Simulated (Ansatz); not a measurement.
```yaml
crystal:
  periodic: [false, false, false]
  atoms:
    - {symbol: N, position_ang: [-2.362277, 0.857258, 0.846408]}
    - {symbol: C, position_ang: [-1.112465, 0.705028, 0.732222]}
    - {symbol: N, position_ang: [-0.481116, -0.138965, -0.168543]}
    - {symbol: C, position_ang: [0.796499, -0.149725, -0.125132]}
    - {symbol: N, position_ang: [1.540620, -0.915929, -0.935619]}
    - {symbol: H, position_ang: [-2.834984, 0.257761, 0.167418]}
    - {symbol: H, position_ang: [-0.461906, 1.288208, 1.400932]}
    - {symbol: H, position_ang: [1.374976, 0.465244, 0.575982]}
    - {symbol: H, position_ang: [1.082846, -1.509005, -1.606110]}
    - {symbol: H, position_ang: [2.540705, -0.911073, -0.884758]}
basis:
  gaussian: {orbitals: aug-cc-pVDZ}
hamiltonian: {xc: {name: HF}}
correlation: {method: mp2, frozen_orbitals: {N: 0}}
output: {forces: true}
```

```sh
$ ansatz run in.yaml --threads 2 --pin off --events-out ev --progress --plain --max-ram 4352MiB
```

Output, abridged:

```
Functional definition: HF
Error: "frozen_orbitals" has no count for C
```

Q: What is wrong with this run?

A: Frozen orbitals are typed for one element alone, and the program wants a count for each. The program refused the input.
